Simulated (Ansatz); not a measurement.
Relaxation of HMgO (3 atoms, charge -1, multiplicity 1), to a largest force component of 0.02 eV/Å in at most 50 steps.

All numbers below come from Ansatz 0.2.0, RKS CAM-B3LYP-D4/def2-SVP.

```xyz
3
Properties=species:S:1:pos:R:3:forces:R:3
O -1.218 0.944 -0.565 -3.39 4.93 -1.38
Mg -0.199 -0.284 -0.130 2.80 -3.44 1.19
H -1.613 1.842 -0.698 0.59 -1.50 0.18
```

Problem. Where does it end, and by what steps?

Solution. The run converged. Limits of this set-up: an anion without diffuse functions, the dipole of an ion depends on the origin. After 7 steps the energy has fallen by 0.406 eV; O1 moved furthest, 0.24 Å.

| step | energy less start (eV) | largest force component (eV/Å) | accepted |
| --- | --- | --- | --- |
| 0 | 0.0000 | 4.935 | yes |
| 1 | -0.2484 | 2.235 | yes |
| 2 | -0.3745 | 0.399 | yes |
| 3 | -0.3864 | 0.239 | yes |
| 4 | -0.3252 | 2.312 | no |
| 5 | -0.3994 | 0.128 | yes |
| 6 | -0.4033 | 0.058 | yes |
| 7 | -0.4062 | 0.013 | yes |

```xyz
3
Properties=species:S:1:pos:R:3
O -1.428 0.908 -0.680
Mg -0.116 -0.275 -0.085
H -1.485 1.868 -0.628
```

Whether the end is a true minimum wasn't checked by a vibrational analysis.

The run took 13 s on 1 thread of Intel(R) Xeon(R) Processor @ 2.70GHz, on a shared host, peak memory 0.11 GiB.
